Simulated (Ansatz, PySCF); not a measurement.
Species: isobutene, C4H8 (charge 0, singlet). 
Coordinates optimised at B3LYP-D3(BJ)/def2-TZVP (Ansatz, an electronic-structure program):
SMILES: C=C(C)C
```xyz
12

C      0.0065     0.0014     1.4542
C      0.0006     0.0001     0.1241
H      0.0048     0.9250     2.0197
H      0.0131    -0.9212     2.0214
C     -0.0087     1.2699    -0.6778
H     -0.0098     2.1526    -0.0389
H      0.8653     1.3203    -1.3345
H     -0.8890     1.3125    -1.3267
C      0.0027    -1.2712    -0.6754
H      0.0095    -2.1526    -0.0350
H     -0.8771    -1.3229    -1.3243
H      0.8771    -1.3150    -1.3320
```

Total electronic energies in hartree. Valence correlation only, unless marked. Spin-orbit coupling is left out. No relativistic terms. CBS marks a two-point X^-3 extrapolation of the correlation energy; Hartree-Fock from the larger set. [CCSD(T)-MP2]/basis is that difference in the basis named.

```
level                                                     program  energy (Eh)
-------------------------------------------------  --------------  -----------
HF/6-31G                                                   Ansatz   -156.05116
HF/aug-cc-pVDZ                                             Ansatz   -156.12959
HF/cc-pVDZ                                                 Ansatz   -156.12410
RI-HF/aug-cc-pVTZ                                          Ansatz   -156.16972
RI-HF/cc-pVQZ                                              Ansatz   -156.17863
revPBE-D4/def2-TZVPD                               Ansatz + dftd4   -157.25698
r2SCAN/def2-TZVPD                                          Ansatz   -157.17681
PBE0/STO-3G                                                Ansatz   -155.15001
BHLYP-D3(BJ)/def2-TZVPD                            Ansatz + dftd3   (withheld)
r2SCAN0-D4/def2-TZVPD                              Ansatz + dftd4   -157.16606
M06-2X/def2-TZVPD                                           PySCF   -157.19719
HSE06-D3(BJ)/def2-TZVPD                            Ansatz + dftd3   -157.07545
LC-wPBE-D3(BJ)/def2-TZVPD                          Ansatz + dftd3   (withheld)
wB97X-V/def2-TZVPD                                         Ansatz   -157.23330
B2GP-PLYP/def2-TZVPD                                       Ansatz   -157.08858
B2PLYP-D3(BJ)/def2-TZVPD                           Ansatz + dftd3   -157.12764
B2PLYP-D4/def2-TZVPD                               Ansatz + dftd4   -157.12675
B2PLYP/def2-TZVPD                                          Ansatz   -157.12175
RI-MP2/aug-cc-pVTZ                                         Ansatz   -156.86472
SCS-MP2/STO-3G                                             Ansatz   -154.48727
SCS-MP2/6-31G                                              Ansatz   -156.41881
CCSD(T)/STO-3G                                             Ansatz   -154.53701
RI-MP2/CBS(cc-pVTZ,cc-pVQZ)+[CCSD(T)-MP2]/cc-pVTZ          Ansatz    -157.0097
```

**Question.** Fill in the missing entries.

**Answer.** 
- BHLYP-D3(BJ)/def2-TZVPD, energy (Eh): -157.18782
- LC-wPBE-D3(BJ)/def2-TZVPD, energy (Eh): -157.18447
